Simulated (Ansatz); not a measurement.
## 1T (CdI2-type) TiS₂: cohesive energy by level of theory

No measured value is used here.

```tsv
level (code)	value (eV/atom)	cell (Å³/atom)
LDA (Ansatz)	6.13	17.27
PBE (Ansatz)	5.10	22.15
rVV10 (Ansatz)	5.24	19.54
Hartree–Fock (Ansatz)	2.62	28.50
```

Free atoms are spin-polarised, in the lowest state found; at levels without +SOC their spin–orbit coupling is left out.  LDA: LDA has no dispersion term either, though it tends to give short spacings of layers, chains or molecules. PBE: for a layered or molecular solid the relaxed cell lies over 5 % above the published volume, where the minimum can be shallow. PBE, Hartree–Fock: the cell comes from a level without a dispersion term, which matters for the spacing of layers, chains or molecules. Hartree–Fock: the free atom's electronic state is in doubt. Each level is taken at its own relaxed cell. Cutoffs and k meshes differ between the levels. Ansatz's density-functional and Hartree–Fock values are scalar-relativistic unless marked +SOC, with PAW data made under PBE.

Ansatz is a program for electronic structure.
